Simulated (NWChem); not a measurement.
## Correlation energy of Al (-1)

```xyz
1

Al     0.0000     0.0000     0.0000
```
Charge -1, spin multiplicity 3.

Program: NWChem.

Basis set: def2-SVPD. Each correlation energy counts from its own Hartree-Fock reference.

The correlated methods keep 5 core orbitals frozen. The stability of the SCF solutions was not checked. Open-shell Hartree-Fock references start from PBE0 orbitals. Coupled-cluster values serve here as a point of comparison, not as the truth.

Q: One of these methods gave a correlation energy of -59.7 mHa. Which?
A. UMP2
B. CCSD(T) on ROHF
C. CCSD on UHF
D. CCSD on ROHF

A: D, CCSD on ROHF. The others give -61.5 (CCSD(T) on ROHF), -56.1 (CCSD on UHF), -39.1 (UMP2).
